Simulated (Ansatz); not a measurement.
**Counterpoise correction, worked out**

The pair of HF (SMILES F, atoms 1–2) and Si2H6 (SMILES [SiH3][SiH3], atoms 3–10), both closed shells, in one local arrangement (a lower one may exist), relaxed at PBE0-D4/def2-TZVP:

```json
{"atom": "F1", "x (Å)": "1.7467", "y (Å)": "0.8543", "z (Å)": "-1.8601"}
{"atom": "H2", "x (Å)": "1.2451", "y (Å)": "0.0776", "z (Å)": "-1.7961"}
{"atom": "Si3", "x (Å)": "-0.1438", "y (Å)": "0.9103", "z (Å)": "1.0141"}
{"atom": "Si4", "x (Å)": "-0.5969", "y (Å)": "-1.1092", "z (Å)": "-0.0809"}
{"atom": "H5", "x (Å)": "-0.9557", "y (Å)": "0.9442", "z (Å)": "2.2602"}
{"atom": "H6", "x (Å)": "1.2956", "y (Å)": "0.9896", "z (Å)": "1.3664"}
{"atom": "H7", "x (Å)": "-0.5246", "y (Å)": "2.0564", "z (Å)": "0.1516"}
{"atom": "H8", "x (Å)": "-2.0307", "y (Å)": "-1.2141", "z (Å)": "-0.4561"}
{"atom": "H9", "x (Å)": "-0.2192", "y (Å)": "-2.2776", "z (Å)": "0.7557"}
{"atom": "H10", "x (Å)": "0.1835", "y (Å)": "-1.2316", "z (Å)": "-1.3550"}
```

Computed with Ansatz 0.2.0 (basis: def2-TZVPPD); correlated methods freeze the cores.

MP2 total energies in eV:

| system | geometry | basis functions | energy |
| --- | --- | --- | --- |
| pair | pair | all | -18557.45690 |
| HF | as in the pair | all (partner as ghosts) | -2730.38371 |
| Si2H6 | as in the pair | all (partner as ghosts) | -15827.00947 |
| HF | as in the pair | its own | -2730.37268 |
| Si2H6 | as in the pair | its own | -15827.00029 |
| HF | free (PBE0-D4 minimum) | its own | -2730.37406 |
| Si2H6 | free (PBE0-D4 minimum) | its own | -15827.01166 |

Problem. Work out the interaction energy with and without the counterpoise correction, the superposition error, and the binding energy from the relaxed fragments.

Solution. Without correction: -18557.45690 − (-2730.37268) − (-15827.00029) = -0.08393 eV.
With correction (each fragment in the whole basis): -18557.45690 − (-2730.38371) − (-15827.00947) = -0.06372 eV = -1.47 kcal/mol.
The superposition error is the difference, 0.02021 eV, 24 % of the uncorrected value: each fragment borrows its partner's functions.
Deformation from the free shapes: 0.00138 eV for HF and 0.01137 eV for Si2H6.
Binding energy from relaxed fragments: -0.06372 + 0.00138 + 0.01137 = -0.05097 eV = -1.18 kcal/mol (electronic, without zero-point energy; negative means bound). For comparison, the corrected interaction energy by CCSD(T) at an estimated basis limit (MP2 extrapolated from triple and quadruple zeta, plus CCSD(T) − MP2 in triple zeta) is -0.081 eV.

The T1 diagnostic stays at or below 0.013.

For scale, one of the runs: CCSD(T)/def2-TZVPPD, 255 basis functions, launched by `ansatz run in.yaml --threads 4 --pin off --events-out ev --progress --plain --max-ram 9574MiB`. Time: 69 s of wall clock on 4 CPU threads of an Arm Neoverse V2; the host was shared. Peak host memory: 5.3 GiB.
